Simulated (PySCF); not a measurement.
## Molecular orbitals of MgF

PBE at R = 1.783 Å; PySCF, no relativity, basis sets Mg aug-pcseg-1, F aug-pcseg-1. State: ²Σ⁺ (doublet), unpaired electrons σ ↑. Only the outer orbitals are listed, counted within each symmetry.

```tsv
spin	orbital	occ.	ε (eV)	on Mg (%)	main shells (%)
α	1π	1	-47.95	100	100 Mg p
α	1π	1	-47.95	100	100 Mg p
α	4σ	1	-47.82	100	100 Mg p
α	5σ	1	-26.38	0	100 F s
α	6σ	1	-8.52	5	94 F p
α	2π	1	-7.64	2	98 F p
α	2π	1	-7.64	2	98 F p
α	7σ	1	-4.95	100	84 Mg s, 16 Mg p
α	3π	0	-1.54	109	109 Mg p
α	3π	0	-1.54	109	109 Mg p
β	1π	1	-47.83	100	100 Mg p
β	1π	1	-47.83	100	100 Mg p
β	4σ	1	-47.68	100	100 Mg p
β	5σ	1	-26.30	0	100 F s
β	6σ	1	-8.35	3	96 F p
β	2π	1	-7.61	1	98 F p
β	2π	1	-7.61	1	98 F p
β	7σ	0	-3.52	105	100 Mg s
β	3π	0	-0.46	105	104 Mg p
β	3π	0	-0.46	105	104 Mg p
```

Problem. Which are the highest filled and the lowest empty level, where do they sit, and how wide is the gap?

Solution. Highest filled α 7σ at -4.95 eV (in %: 84 Mg s, 16 Mg p); lowest empty β 7σ at -3.52 eV (in %: 100 Mg s); the gap at PBE is 1.43 eV.

```
bond order (Mayer)                              : 0.10
⟨S²⟩                                            : 0.750
charge on Mg (Mulliken, basis-dependent)        : 0.86
charge on Mg (Löwdin, basis-dependent)          : 0.91
dipole moment (positive dipole means Mg(−)F(+)) : -3.23 D
polarisability along the bond                   : 41.0 bohr³
polarisability across the bond                  : 53.1 bohr³
```

Shares are Mulliken populations and can fall outside 0 to 100 %.

The state is the lowest determinant that a PBE0 search found; another state may lie lower at other levels.
